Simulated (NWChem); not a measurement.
## Correlation energy of CHO (+1)

```
C
O 1 1.1185
H 1 1.1190 2 180.00
```
Charge +1, spin multiplicity 1.

Everything below was run with NWChem. Structure: optimised with PBE/def2-SVP, a minimum by its harmonic frequencies.

Basis set: STO-3G. Each correlation energy counts from its own Hartree-Fock reference.

| method | correlation energy (mHa) | difference from CCSD(T) |
|---|---|---|
| CCSD(T) | -164.3 | 0.0 |
| CCSD | -159.5 | +4.8 |
| CCSDT | -165.2 | -0.9 |
| SCS-MP2 | -152.7 | +11.7 |
| CR-CCSD(T) | -163.3 | +1.1 |
| CR-CCSD[T] | -165.0 | -0.7 |
| MP2 | -154.4 | +9.9 |
| CCSD+T(CCSD) | -166.6 | -2.3 |

The values span 13.9 mHa, from CCSD+T(CCSD) (lowest) to SCS-MP2 (highest). 

The correlated methods keep 2 core orbitals frozen. The structure started from a generated list of species. Coupled-cluster values serve here as a point of comparison, not as the truth.
